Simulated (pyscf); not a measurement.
Optimised with ωB97X-D3(BJ)/def2-SVP in PySCF.

### Question
For the elementary gas-phase step methane (CH₄) + [HS–Zn]• → [H₃C–Zn]• + H₂S (doublet surface; C–H, S–Zn broken, C–Zn, H–S formed), what barrier and reaction energy does ωB97M-D3(BJ)/def2-TZVP give, measured from the separated reactants?

### Answer
ΔE‡ = 47.7 kcal/mol, ΔE = +29.8 kcal/mol. Zero-point energy shifts the barrier by -2.1 kcal/mol. It is a four-centre exchange, with an imaginary mode of 1361i cm⁻¹. This is the saddle that the search found; another between the same sides may lie lower. Elements up to Kr have no core potential and no relativistic terms here.
